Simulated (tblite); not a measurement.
Compound: 1,1,2-trichloroethane, C2H3Cl3.
Atom-mapped SMILES: `[Cl:1][CH2:2][CH:3]([Cl:4])[Cl:5]` (hydrogens: H6, H7 on C2; H8 on C3)

Computed with GFN2-xTB (tblite), gas phase: Langevin dynamics at 200 K from the optimised GFN2-xTB geometry, time step 0.5 fs, friction 0.01 fs⁻¹, 2000 steps.

Start geometry:
```
atom  x, y, z in Å
Cl1    -1.472   -1.425   -0.652
C2     -0.787    0.071    0.027
C3      0.721    0.047   -0.106
Cl4     1.429   -1.222    0.915
Cl5     1.364    1.634    0.386
H6     -1.088    0.134    1.073
H7     -1.201    0.908   -0.535
H8      1.044   -0.137   -1.133
```

The statistics below take the 31 frames saved every 25 fs from 250 to 1000 fs; their kinetic temperature (all 3N coordinates) averages 190 K.

Q: Give the mean, spread and extremes of the bond lengths.

A: 
```json
{"bond": "Cl1–C2", "start (Å)": "1.780", "mean (Å)": "1.781", "standard deviation (Å)": "0.036", "shortest (Å)": "1.711", "longest (Å)": "1.843"}
{"bond": "C2–C3", "start (Å)": "1.514", "mean (Å)": "1.519", "standard deviation (Å)": "0.034", "shortest (Å)": "1.446", "longest (Å)": "1.591"}
{"bond": "C3–Cl4", "start (Å)": "1.776", "mean (Å)": "1.781", "standard deviation (Å)": "0.032", "shortest (Å)": "1.725", "longest (Å)": "1.872"}
{"bond": "C3–Cl5", "start (Å)": "1.781", "mean (Å)": "1.786", "standard deviation (Å)": "0.039", "shortest (Å)": "1.721", "longest (Å)": "1.879"}
{"bond": "C2–H6", "start (Å)": "1.090", "mean (Å)": "1.095", "standard deviation (Å)": "0.018", "shortest (Å)": "1.062", "longest (Å)": "1.137"}
{"bond": "C2–H7", "start (Å)": "1.091", "mean (Å)": "1.093", "standard deviation (Å)": "0.019", "shortest (Å)": "1.058", "longest (Å)": "1.134"}
{"bond": "C3–H8", "start (Å)": "1.092", "mean (Å)": "1.096", "standard deviation (Å)": "0.018", "shortest (Å)": "1.063", "longest (Å)": "1.134"}
```

Q: Give the same statistics for bond angles, one of each kind.

A: 
```csv
angle,start (°),mean (°),standard deviation (°),smallest (°),largest (°)
Cl1–C2–C3,109.6,109.4,3.4,102.5,116.0
Cl1–C2–H6,108.0,108.2,4.0,99.2,116.4
C3–C2–H6,111.1,111.1,4.1,102.2,120.3
C3–C2–H7,110.2,110.3,3.6,102.4,116.2
H6–C2–H7,110.2,109.7,3.0,103.3,115.4
C2–C3–Cl4,111.0,110.8,3.1,103.8,118.7
C2–C3–Cl5,108.7,109.7,3.4,102.7,114.9
C2–C3–H8,112.3,112.3,3.9,105.1,121.1
Cl4–C3–Cl5,109.5,109.0,2.2,103.1,112.3
Cl4–C3–H8,107.6,107.6,4.1,101.3,116.3
```

Q: How far does each atom move about its mean position (frames aligned on the start, all atoms weighted alike), and what rms force does it feel?

A: 
```json
{"atom": "Cl1", "rms displacement (Å)": "0.11", "rms force (eV/Å)": "0.68"}
{"atom": "C2", "rms displacement (Å)": "0.04", "rms force (eV/Å)": "1.34"}
{"atom": "C3", "rms displacement (Å)": "0.05", "rms force (eV/Å)": "1.27"}
{"atom": "Cl4", "rms displacement (Å)": "0.09", "rms force (eV/Å)": "0.56"}
{"atom": "Cl5", "rms displacement (Å)": "0.11", "rms force (eV/Å)": "0.65"}
{"atom": "H6", "rms displacement (Å)": "0.10", "rms force (eV/Å)": "0.69"}
{"atom": "H7", "rms displacement (Å)": "0.10", "rms force (eV/Å)": "0.68"}
{"atom": "H8", "rms displacement (Å)": "0.09", "rms force (eV/Å)": "0.67"}
```

The displacements run from 0.04 to 0.11 Å.

Q: How widely does the potential energy scatter, against a harmonic estimate?

A: Mean 0.15 eV above the start, standard deviation 0.041 eV, range 0.03 to 0.23 eV. For 18 classical harmonic modes at 200 K the canonical values are 18kT/2 = 0.16 eV and kT·√(18/2) = 0.052 eV.

The run is classical and short, so these are rough statistics of one trajectory.

The cost below is that of the whole dynamics run. The run took 9.6 s of wall time on one thread, Arm Neoverse V1 (aarch64), shared host with 32 logical CPUs at a one-minute load of 13, and the process peaked at 0.18 GiB of memory.
